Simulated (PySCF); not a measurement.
**One reaction down a group: C, Si, Ge, Sn**

The same gas-phase reaction for C, Si, Ge, Sn:
- CCl2 + 2 HCl → CH2Cl2 + 2 Cl
- SiCl2 + 2 HCl → SiH2Cl2 + 2 Cl
- GeCl2 + 2 HCl → GeH2Cl2 + 2 Cl
- SnCl2 + 2 HCl → SnH2Cl2 + 2 Cl

Method: PySCF energies plus ideal-gas RRHO corrections (1 bar). † marks an energy on the PBE0/def2-TZVP geometry and frequencies. CCSD(T) freezes the core. Open shells (unrestricted): Cl (multiplicity 2, electronic degeneracy 6); the rest are closed-shell singlets. Spin-orbit splitting is ignored; it lowers the true energy and changes the entropy of Cl. Sn: scalar-relativistic def2 core potential, no spin-orbit coupling. Ge: all electrons, no relativistic terms. SnH2Cl2: computed as isolated molecules; such fragments, hydroxides, amides, oligomers or adducts are transient or little studied in the gas. CCSD(T) isn't extrapolated to the basis-set limit. The harmonic model lacks anharmonicity and excited electronic states, which grow with temperature; levels with a mode under 35 cm⁻¹ are left out. Soft modes under 120 cm⁻¹ make the harmonic entropy rough for SnCl2, SnH2Cl2. Warning, large T1 diagnostic: CCl2 (CCSD(T)/def2-SVP†).

ΔH°(298 K) in kJ, by level:

```json
[
 {"level": "ωB97M-V/def2-TZVP†", "C": "107.9", "Si": "289.4", "Ge": "383.6", "Sn": "455.9"},
 {"level": "PBE0/def2-SVP†", "C": "70.5", "Si": "266.9", "Ge": "358.5", "Sn": "445.8"},
 {"level": "BLYP/def2-TZVP†", "C": "120.3", "Si": "291.1", "Ge": "402.7", "Sn": "480.8"},
 {"level": "M06-2X/def2-TZVP†", "C": "90.4", "Si": "279.0", "Ge": "367.1", "Sn": "449.7"},
 {"level": "CCSD(T)/def2-SVP†", "C": "57.2", "Si": "235.7", "Ge": "315.5", "Sn": "397.1"},
 {"level": "r2SCAN/def2-TZVP†", "C": "108.3", "Si": "269.3", "Ge": "372.4", "Sn": "458.7"},
 {"level": "PBE0/def2-QZVP†", "C": "97.8", "Si": "281.3", "Ge": "379.9", "Sn": "462.7"}
]
```

At ωB97M-V/def2-TZVP†, ΔH° rises from C to Sn, over a range of 348.0 kJ; the steps are +181.5, +94.2, +72.3 kJ. 7 of the 7 levels shown give the same order. The levels scatter most for Ge (87.2 kJ between the highest and the lowest) and least for Si (55.4 kJ). ΔS°(298 K) runs from -32.0 to -28.3 J/K, so TΔS° at 298 K spreads over 1.1 kJ among the members, against 348.0 kJ for ΔH°.

Free energies at ωB97M-V/def2-TZVP†:

```csv
member,"ΔS°(298 K), J/K","ΔG°(298 K), kJ","ΔG°(1000 K), kJ",ΔG° changes sign
C,-31.7,117,142,none from 298 to 2500 K
Si,-32.0,299,319,none from 298 to 2500 K
Ge,-31.7,393,412,none from 298 to 2500 K
Sn,-28.3,464,479,none from 298 to 2500 K
```

The NASA 1993 table, where it holds all species, gives ΔH°(298 K) = 93 kJ for C, 275 kJ for Si; its entries are part measured, part old estimates, and weren't checked at source.
